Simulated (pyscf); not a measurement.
PySCF, gas phase, ωB97X-D3(BJ)/def2-SVP geometries.

**Question.** For the elementary gas-phase step `[GeH3][SeH]` + `[H][H]` → `[GeH][SeH]` [singlet] + `[H][H]` + `[H][H]` (singlet surface; Ge–H, Ge–H, H–H broken, H–H, H–H formed), what barrier and reaction energy does PBE/def2-TZVP give, measured from the separated reactants?

**Answer.** ΔE‡ = 2.17 eV, ΔE = +1.00 eV. ωB97M-D3(BJ)/def2-TZVP gives 2.80 eV and +1.13 eV. Zero-point energy shifts the barrier by +0.02 eV. It is a multi-bond step, with an imaginary mode of 1913i cm⁻¹. On the product side the descent ends in a complex (not fully relaxed), 0.18 eV under the separated species and 1.80 eV under the saddle at ωB97X-D3(BJ)/def2-TZVP. At ωB97X-D3(BJ)/def2-TZVP the barrier from the zero used here is 2.89 eV. One saddle was located; it need not be the lowest between these sides. Elements up to Kr have no core potential and no relativistic terms here.
